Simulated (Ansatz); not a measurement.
A nudged elastic band was laid between two geometries of CH5AlO (8 atoms, charge 0, multiplicity 1).

The calculation used Ansatz, RKS PBE0-D4/6-31G.

```json
{"movable images": "7", "climbing image": "from the first iteration", "spring": "5.0 eV/Å²", "optimiser": "fire", "start path": "IDPP", "force threshold": "0.03 eV/Å", "iteration limit": "60", "end points": "relaxed"}
```

First end point:

```xyz
8
Properties=species:S:1:pos:R:3
C -0.483 1.145 -0.440
O -0.450 -0.214 -0.050
Al 0.564 -1.475 0.528
H -0.847 1.221 -1.471
H 0.505 1.623 -0.382
H -1.174 1.698 0.206
H 2.121 -1.168 0.794
H -0.145 -2.887 0.760
```

Last end point:

```xyz
8
Properties=species:S:1:pos:R:3
C -0.372 1.261 -0.048
O -0.343 -0.096 0.351
Al 0.440 -1.604 0.094
H 0.385 1.491 -0.811
H -0.195 1.904 0.822
H -1.360 1.504 -0.454
H 1.624 -1.694 -0.992
H -0.086 -2.824 0.981
```

Question: Which bonds break or form, and what moves?

Answer: No bond is made or broken. The dihedral H5–C1–O2–Al3 goes from 1 to -121°. The two ends are copies of one structure, up to a mirror image or an exchange of like atoms.

Question: What energy profile does the band end with?

Answer: The forces met the threshold. The highest image is number 4 of 0 to 8, 0.020 eV above the ends, which have the same energy within 2 meV. Another band between the same ends (7 images) ends at a top of the same energy, where a vibrational analysis finds 1 clearly imaginary mode. Limits of this set-up: no polarisation functions.

```json
{"image": "0", "path coordinate (Å)": "0.00", "energy (eV)": "0.000", "dihedral H5–C1–O2–Al3 (°)": "1"}
{"image": "1", "path coordinate (Å)": "0.36", "energy (eV)": "0.002", "dihedral H5–C1–O2–Al3 (°)": "-13"}
{"image": "2", "path coordinate (Å)": "0.73", "energy (eV)": "0.009", "dihedral H5–C1–O2–Al3 (°)": "-28"}
{"image": "3", "path coordinate (Å)": "1.09", "energy (eV)": "0.017", "dihedral H5–C1–O2–Al3 (°)": "-44"}
{"image": "4", "path coordinate (Å)": "1.45", "energy (eV)": "0.020", "dihedral H5–C1–O2–Al3 (°)": "-60"}
{"image": "5", "path coordinate (Å)": "1.82", "energy (eV)": "0.017", "dihedral H5–C1–O2–Al3 (°)": "-76"}
{"image": "6", "path coordinate (Å)": "2.18", "energy (eV)": "0.010", "dihedral H5–C1–O2–Al3 (°)": "-92"}
{"image": "7", "path coordinate (Å)": "2.54", "energy (eV)": "0.003", "dihedral H5–C1–O2–Al3 (°)": "-107"}
{"image": "8", "path coordinate (Å)": "2.91", "energy (eV)": "0.000", "dihedral H5–C1–O2–Al3 (°)": "-121"}
```

Question: What is the geometry of the highest image?

Answer: 
```xyz
8
Properties=species:S:1:pos:R:3
C -0.461 1.227 -0.201
O -0.412 -0.133 0.183
Al 0.538 -1.561 0.262
H -0.292 1.343 -1.279
H 0.297 1.818 0.330
H -1.447 1.636 0.039
H 2.052 -1.549 -0.286
H -0.181 -2.839 0.895
```

The band took 21 iterations and of the order of 3 core-minutes.

Time of the run: 3.3 min on 1 thread of Arm Neoverse V1 (shared host), peak memory 0.1 GiB.
